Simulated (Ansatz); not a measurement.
Task: the energy of protonation at one site of CH5NO, SMILES NCO, with the Ansatz DFT code, driven from Python. Give the script and its output. Use (for the species named): MP2, def2-SVP basis, multiplicity 1.

The script reads `ch5no.xyz`:
```text
8

N    -0.60350   -0.18030   -0.69260
C     0.25800    0.35130    0.28990
O     0.60180   -0.74470    1.05830
H    -0.07070   -0.79170   -1.28880
H    -0.90100    0.62590   -1.34190
H    -0.21830    1.11790    0.92680
H     1.18030    0.79720   -0.15950
H    -0.15440   -1.23280    1.15210
```

`ch5no_pa.py`
```python
"""Proton affinity of CH5NO at one site."""

from dataclasses import dataclass
import warnings

import ansatz as az
import numpy as np


@dataclass(frozen=True)
class Settings:
    basis: str = "def2-SVP"
    method: str = "mp2"
    net_charge: int = 1
    force_tol: float = 0.01


opts = Settings()

warnings.simplefilter("ignore", az.DeckWarning)

molecule = az.Crystal.molecule_from_extxyz("ch5no.xyz")

calc = molecule.calculation()
calc = calc.basis(gaussian=opts.basis).correlation(opts.method, electrons="valence")
calc = calc.accuracy("medium").scf(lower_state_search="off")
symbols = [site.symbol for site in molecule.cartesian_sites]
start = np.array([site.position_ang for site in molecule.cartesian_sites], dtype=float)
rep = calc.relax(force_tolerance=0.01).run(threads=1, pin="off").report
end = np.array(rep["positions_ang"])

# start the new hydrogen opposite the existing bonds
away = sum((end[0] - end[j]) / np.linalg.norm(end[0] - end[j]) for j in [1, 3, 4]) + np.array([0.15, 0.1, -0.2])
proton = end[0] + 1.0 * away / np.linalg.norm(away)
acid = az.Crystal.molecule()
for symbol, place in zip(symbols, end):
    acid = acid.atom(symbol, place.tolist())
acid = acid.atom("H", proton.tolist())
protonated = (
    acid.calculation()
    .basis(gaussian=opts.basis)
    .correlation(opts.method, electrons="valence")
    .accuracy("medium")
    .scf(lower_state_search="off")
    .charge(opts.net_charge)
    .relax(force_tolerance=opts.force_tol, max_steps=80)
)
after = protonated.run(threads=1, pin="off").report
xyz = np.array(after["positions_ang"])
reach = np.linalg.norm(xyz[:-1] - xyz[-1], axis=1)
print(f"base {rep['free_energy_ev']:.5f} eV, protonated {after['free_energy_ev']:.5f} eV")
print(f"the proton ends {reach.min():.3f} A from {symbols[reach.argmin()]}{reach.argmin()}")
print(f"electronic proton affinity {23.060548 * (rep['free_energy_ev'] - after['free_energy_ev']):.1f} kcal/mol")
```

```console
$ python ch5no_pa.py
base -4638.21123 eV, protonated -4647.96413 eV
the proton ends 1.029 A from N0
electronic proton affinity 224.9 kcal/mol
```

These settings explore the input space; basis and method may be short of convergence. The proton is put on one chosen atom, which needn't be the most basic site, so the molecule's proton affinity can be higher; the ends are stationary points, not checked by frequencies, and zero-point and thermal terms count only where printed. Hardware and time: 27 s on 1 thread of Arm Neoverse V1 (shared host), peak memory 0.23 GiB.
